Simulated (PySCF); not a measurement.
Molecule: `CC(CF)CF`, C$_{4}$H$_{8}$F$_{2}$.

Geometry (Å), atoms numbered from 1 in this order:
```xyz
14

C    -0.5933   -1.4265    0.2376
C    -0.3130   -0.0854   -0.4260
C     1.1679    0.2399   -0.4438
F     1.6586    0.2686    0.8426
C    -1.0913    1.0269    0.2515
F    -0.8996    2.2142   -0.4138
H    -1.6686   -1.6610    0.2382
H    -0.0728   -2.2412   -0.2877
H    -0.2408   -1.4245    1.2799
H    -0.6410   -0.1180   -1.4807
H     1.3365    1.2278   -0.9017
H     1.7298   -0.5211   -1.0121
H    -2.1707    0.7988    0.2588
H    -0.7489    1.1505    1.2932
```

Geometry PBE0-D3(BJ)/def2-SVP throughout; GIAO in PySCF 2.14, gas phase, one conformer, non-relativistic; equivalent atoms averaged; basis pcSseg-1.

**Question.** How do the absolute shieldings σ depend on the functional? (ppm; last column core-seconds on shared hosts with different chips, so compare them loosely; the GGAs took longer than the global hybrids here, which isn't the general rule, and the cause wasn't traced)

**Answer.** 
```csv
functional,kind,C3/C5,C2,C1,F4/F6,H11/H13,H12/H14,H10,H7/H8/H9,core-s
HF,Hartree–Fock,116.0,158.1,178.6,457.9,27.37,27.57,30.45,30.68,5.4
LDA,LDA,92.1,139.8,170.1,425.2,26.03,26.27,29.23,29.92,15
PBE,GGA,94.1,139.8,167.7,417.5,26.51,26.74,29.69,30.27,18
BLYP,GGA,88.1,133.4,162.4,414.9,26.67,26.89,29.88,30.41,18
BP86,GGA,93.8,139.4,167.3,418.9,26.58,26.80,29.76,30.33,18
OPBE,GGA,103.3,147.9,172.6,417.5,26.63,26.85,29.71,30.31,19
KT2,GGA,100.1,143.4,171.4,416.5,26.54,26.77,29.67,30.25,19
KT3,GGA,100.3,143.0,169.5,413.1,26.75,26.96,29.83,30.38,20
B97-D,GGA,94.7,139.4,166.1,417.9,26.75,26.97,29.91,30.45,18
B3LYP,global hybrid,94.6,139.5,166.5,426.9,26.81,27.02,29.94,30.43,12
PBE0,global hybrid,101.6,146.7,172.2,431.2,26.73,26.94,29.82,30.33,12
mPW1PW91,global hybrid,100.8,145.9,171.2,431.0,26.79,27.00,29.88,30.38,15
WP04,global hybrid,87.0,132.5,158.2,420.0,27.14,27.32,30.08,30.59,11
B97-2,global hybrid,101.5,146.1,171.0,428.7,26.85,27.06,29.93,30.43,10
BHandHLYP,global hybrid,102.9,147.0,171.6,440.8,26.99,27.19,30.07,30.47,10
CAM-B3LYP,range-separated hybrid,98.1,143.8,170.3,434.8,26.76,26.97,29.90,30.37,14
wB97X-D,range-separated hybrid,101.6,147.1,172.0,434.1,26.86,27.07,29.98,30.43,14
LC-wPBE,range-separated hybrid,105.6,152.7,176.6,440.4,26.81,27.01,29.93,30.39,19
```

**Question.** Which nucleus moves most, in ppm?

**Answer.** F4/F6 (fluorine on an sp3 carbon): from 413.1 ppm with KT3 to 457.9 ppm with HF. The smallest spread is 0.76 ppm, at H7/H8/H9. Proton shifts span only some 12 ppm, so a few tenths of a ppm matter as much there as several ppm in carbon.
